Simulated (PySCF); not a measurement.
C₂H₃F, SMILES C(F)=C. Geometry: B3LYP-D3(BJ)/def2-TZVP.

Computed equilibrium geometry at B3LYP-D3(BJ)/def2-TZVP (PySCF confirms it by a frequency run) as Cartesian coordinates in Å, and its point group:
point group Cs.
```xyz
6

C      0.1987    -1.1771     0.0000
C     -0.4335    -0.0213     0.0000
F      0.2233     1.1553     0.0000
H      1.2783    -1.2323     0.0000
H     -0.3725    -2.0935     0.0000
H     -1.5067     0.1184     0.0000
```
Charge 0, spin multiplicity 1.
